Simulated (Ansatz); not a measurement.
C2H3FN2, SMILES `FC1N=CN1`, relaxed with RKS PBE0-D4/def2-TZVP in Ansatz from a PBE-D4/def2-SVP geometry. The force threshold is 0.005 eV/Å; the program also tests the step.

Charge 0, multiplicity 1.

Start:

```xyz
8

F     0.516   -1.685    0.709
C    -0.288   -0.808    0.052
N    -0.885    0.248    0.901
C    -0.148    1.071    0.206
N     0.452    0.220   -0.735
H    -1.030   -1.375   -0.553
H    -0.090    2.175    0.251
H     1.473    0.153   -0.831
```

**Question.** How much energy does the relaxation release, and in how many steps? (Best estimate.)

**Answer.** Ansatz gave: 4.19 kJ/mol, in 7 steps.

**Question.** Which bonds change most? (Estimate.)

**Answer.** Computed: C2–H6 from 1.113 to 1.092 Å; N3–C4 from 1.305 to 1.285 Å; C4–H7 from 1.107 to 1.087 Å; N5–H8 from 1.028 to 1.012 Å.

**Question.** Give the relaxed structure. (Estimate.)

**Answer.** The calculation gave: 
```xyz
8

F     0.516   -1.667    0.695
C    -0.287   -0.800    0.043
N    -0.865    0.250    0.891
C    -0.149    1.065    0.202
N     0.444    0.218   -0.739
H    -1.020   -1.362   -0.541
H    -0.091    2.150    0.249
H     1.452    0.145   -0.800
```
